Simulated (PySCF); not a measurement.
**Ionisation energy of O by level of theory**

O [He] 2s2 2p4 (3P) → O⁺ [He] 2s2 2p3 (4S), as a difference of total energies. Calculation: PySCF 2.14, in def2-SVP (3s2p1d, 14 functions); no relativity, point nucleus. Correlated levels: valence: 1s2 frozen. The calculations carry no spin-orbit coupling.

| method | ionisation energy (eV) | error (eV) |
| --- | --- | --- |
| UHF | 12.083 | -1.525 |
| BP86 | 14.080 | +0.472 |
| PBE | 13.895 | +0.287 |
| MP2 (valence) | 12.963 | -0.645 |
| SCS-MP2 (valence) | 12.985 | -0.623 |
| CCSD (valence) | 12.972 | -0.636 |
| CCSD(T) (valence) | 12.979 | -0.629 |

Reference: 13.608 eV (measured; NIST levels, between the centres of gravity of the two terms).

Errors of the correlated levels include the incompleteness of this basis and the frozen core.
